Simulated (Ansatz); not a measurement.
Basis-set extrapolation for `[O]N=O` radical (PBE0-D4/def2-TZVP geometry, frozen core, Ansatz 0.2.0). Multiplicity 2, UHF reference.

```
                      def2-TZVPP   def2-QZVPP
                 HF  -204.122804  -204.131783
    MP2 correlation    -0.663104    -0.712622
CCSD(T) correlation    -0.684558    -0.731357
```

Energies in hartree. Use E(X) = E(∞) + A·exp(−7.88·√X) for Hartree–Fock and E(X) = E(∞) + B·X^(−2.97) for correlation, with X = 3 and 4.

**Question.** What is the CCSD(T) energy at the basis-set limit?

**Answer.** HF limit: -204.131783 + (-0.008979) × 0.13774 = -204.13302. Correlation limit: -0.731357 + (-0.046799) × 0.74074 = -0.76602. Total: -204.89904 hartree, 240.7 kJ/mol below CCSD(T)/def2-TZVPP.
